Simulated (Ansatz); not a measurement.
`CCCC=O` → `CC1(C)CO1`  (isomerisation)

Gas-phase electronic energies from Ansatz, PBE0-D4/def2-TZVP geometries. CBS: MP2 limit from def2 TZ/QZ plus the TZ coupled-cluster correction, frozen cores. One conformer a species, not always the lowest.

Q: Is it downhill or uphill in electronic energy at CCSD(T)/CBS, and by how much? (Best estimate.)

A: Computed: Uphill: ΔE = +17.0 kcal/mol.

Q: What do these levels give: HF/def2-TZVPP, SCS-MP2/def2-TZVPP, CCSD(T)/def2-TZVPP, HF/def2-QZVPP, MP2/def2-QZVPP, CCSD/CBS(def2)? (An estimate is asked.)

A: Computed: HF/def2-TZVPP 22.0, SCS-MP2/def2-TZVPP 17.3, CCSD(T)/def2-TZVPP 17.4, HF/def2-QZVPP 21.9, MP2/def2-QZVPP 15.7, CCSD/CBS(def2) 17.3 kcal/mol.

Largest T1 diagnostic among the species: 0.012.

In def2-TZVPP, CCSD(T) changes the Hartree–Fock value by −4.5 kcal/mol (the triples alone add −0.3 kcal/mol) and MP2 by −6.0 kcal/mol.
